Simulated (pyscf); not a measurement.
Single points on ωB97X-D3(BJ)/def2-SVP structures (PySCF, gas phase).

Q: Estimate by transition-state theory the rate constant of `[NH2][NH2]` + `[GaH3]` → `[NH2][NH][GaH2]` + `[H][H]` (singlet surface; H–N, Ga–H broken, Ga–N, H–H formed) at 298 K, with ωB97M-D3(BJ)/def2-TZVP energies (ideal gas, 1 atm, RRHO with modes under 100 cm⁻¹ raised to 100, one conformer, R ln 2 for chiral ones without a mode under 150 cm⁻¹; no tunnelling).

A: The electronic barrier is 16.5 kcal/mol and the thermal terms add +8.3, so ΔG‡ = 24.7 kcal/mol. With k_BT/h = 6.21e+12 s⁻¹ and RT = 0.592 kcal/mol, and a volume of 4.06e-20 cm³ per molecule at 1 atm, k = 1.9e-25 cm³ molecule⁻¹ s⁻¹. Wigner's tunnelling factor for 1302i cm⁻¹ would be 2.65, likely too low at so high a frequency. A shift of 1 kcal/mol in the barrier changes k by a factor 5.4. On the reactant side the descent ends in an adduct with a Ga–N contact, 26.6 kcal/mol under the separated species and 40.9 kcal/mol under the saddle at ωB97X-D3(BJ)/def2-TZVP. What is counted as formed (Ga–N) is already present as a longer contact in the reactant adduct; forming that adduct is a step of its own. At the saddle there is also a short Ga–H contact that neither side keeps. At ωB97X-D3(BJ)/def2-TZVP the barrier from the zero used here is 14.3 kcal/mol. H₂N–NH–GaH₂ lies 50.5 kcal/mol over its isomer H₂N–GaH–NH₂ (electronic energy, ωB97M-D3(BJ)/def2-TZVP). One saddle was located; it need not be the lowest between these sides. Elements up to Kr have no core potential and no relativistic terms here.
